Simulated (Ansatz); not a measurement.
Relaxation of CH$_{2}$AlN (5 atoms, charge 0, multiplicity 1), to a largest force component of 0.02 eV/Å in at most 40 steps.

Computed with RKS revPBE/6-31G (Ansatz 0.2.0).

```xyz
5
Properties=species:S:1:pos:R:3
C -0.691 -0.617 -0.123
N 0.136 -0.662 0.949
Al 0.671 0.731 -0.040
H -1.453 -1.409 -0.127
H 1.336 1.957 -0.659
```

**Question.** Where does it end, and by what steps?

**Answer.** The forces met the threshold. Limits of this set-up: no polarisation functions. After 14 steps the energy has fallen by 0.856 eV; Al3 moved furthest, 1.09 Å. Parted: N2–Al3.

```csv
step,energy less start (eV),largest force component (eV/Å),accepted
0,0.0000,2.034,yes
1,-0.2365,1.180,yes
2,-0.4035,0.528,yes
3,-0.3111,2.166,no
4,-0.4471,0.208,yes
5,-0.4824,0.321,yes
6,-0.5313,0.395,yes
7,-0.5935,0.597,yes
8,-0.6805,1.166,yes
9,-0.7920,0.846,yes
10,-0.7777,1.003,no
11,-0.8491,0.207,yes
12,-0.8539,0.159,yes
13,-0.8554,0.033,yes
14,-0.8556,0.003,yes
```

```xyz
5
Properties=species:S:1:pos:R:3
C -0.550 -0.712 0.162
N 0.306 -0.556 1.034
Al 0.177 1.003 -0.967
H -1.389 -1.349 -0.120
H 1.457 1.615 -0.109
```

Run time: 15 s on 1 CPU thread of a shared host.
